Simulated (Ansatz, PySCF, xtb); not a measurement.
Bonds broken one at a time in the series Ga Cl-Br. All species are isolated molecules in the gas phase. Strings in code marks are SMILES.

Quantity: homolytic bond dissociation enthalpy at 298 K (no spin–orbit term), in eV. Enthalpy corrections at 298 K come from GFN2-xTB frequencies (xtb).

Level 1: frozen-core MP2/cc-pVTZ // PBE0-D3(BJ)/def2-TZVP (Ansatz, a first-principles code)
Level 2: B3LYP/6-311+G** (LANL2DZ on Br, Ga) // PBE0-D3(BJ)/def2-TZVP (PySCF)
Level 3: M06-2X/6-31G* // PBE0-D3(BJ)/def2-TZVP (PySCF)
Level 4: PBE/6-31G* // PBE0-D3(BJ)/def2-TZVP (PySCF)

```
species                                                               level 2  level 3  level 4
--------------------------------------------------------------------  -------  -------  -------
Cl–Ga bond of `[Cl][Ga]([Cl])[Br]`, giving `[Cl]` and `[Cl][Ga][Br]`     3.72     4.10     3.96
Ga–Br bond of `[Cl][Ga]([Br])[Br]`, giving `[Br]` and `[Cl][Ga][Br]`     2.98     3.52     3.56
Ga–Br bond of `[Cl][Ga]([Cl])[Br]`, giving `[Br]` and `[Cl][Ga][Cl]`     3.05     3.56     3.60
Br–Ga bond of `[Br][Ga]([Br])[Br]`, giving `[Br]` and `[Br][Ga][Br]`     2.84     3.49     3.53
Cl–Ga bond of `[Cl][Ga]([Br])[Br]`, giving `[Br][Ga][Br]` and `[Cl]`     3.76     4.07     3.93
```

Task: What does level 1 give for each?

Result: 
- Cl–Ga bond of `[Cl][Ga]([Cl])[Br]`, giving `[Cl]` and `[Cl][Ga][Br]`: 4.50
- Ga–Br bond of `[Cl][Ga]([Br])[Br]`, giving `[Br]` and `[Cl][Ga][Br]`: 4.08
- Ga–Br bond of `[Cl][Ga]([Cl])[Br]`, giving `[Br]` and `[Cl][Ga][Cl]`: 4.09
- Br–Ga bond of `[Br][Ga]([Br])[Br]`, giving `[Br]` and `[Br][Ga][Br]`: 4.08
- Cl–Ga bond of `[Cl][Ga]([Br])[Br]`, giving `[Br][Ga][Br]` and `[Cl]`: 4.49
